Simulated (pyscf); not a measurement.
F–SiH(F)–O–SiH₃ (SMILES F[SiH](F)O[SiH3]) + HF (SMILES F) + H₂O (SMILES O) → F–SiH(F)–F (SMILES F[SiH](F)F) + HO–SiH₃ (SMILES O[SiH3]) + H₂O (SMILES O), a multi-bond step (singlet surface; O–Si, F–H, H–O broken, F–Si, H–O, H–O formed). Single points on ωB97X-D3(BJ)/def2-SVP structures (PySCF, gas phase). Energies in kJ/mol from the separated reactants.

Small-basis levels: PySCF, no dispersion term, spherical d functions. AM1 to PM7: differences of heats of formation from MOPAC. Cost: rough CPU time at the saddle relative to B3LYP/6-31G*, from one job on a shared machine.

```tsv
level	barrier	reaction energy	cost
HF/3-21G	-164.3	+7.9	0.07
HF/6-31G*	24.9	-34.3	0.1
MP2/6-31G*	-62.9	-36.5	0.2
BP86/6-31G*	-95.1	-52.5	2
PBE/6-31G*	-115.2	-53.8	2
B3LYP/STO-3G	-264.7	-41.4	0.5
B3LYP/6-31G*	-77.5	-50.3	1
B3LYP/def2-SVP	-83.8	-27.9	1
PM3	190.9	-10.0	under 0.02
ωB97M-D3(BJ)/def2-TZVP	-16.3	-20.2	–
```

Against the last row the barrier runs from -248.4 (B3LYP/STO-3G) to +207.2 kJ/mol (PM3). ωB97M-D3(BJ)/def2-TZVP has limits of its own. On the reactant side the descent ends in a bound adduct, 52.0 kJ/mol under the separated species and 35.9 kJ/mol under the saddle at ωB97X-D3(BJ)/def2-TZVP. On the product side the descent ends in an adduct with a O–Si contact, 37.2 kJ/mol under the separated species and 34.0 kJ/mol under the saddle at ωB97X-D3(BJ)/def2-TZVP. At ωB97M-D3(BJ) the saddle lies under the separated reactants, which points to a path from their complex (located at ωB97X-D3(BJ) alone). What is counted as broken (O–Si) persists as a longer contact in the product adduct; parting that adduct is a step of its own. This is the saddle that the search found; another between the same sides may lie lower.
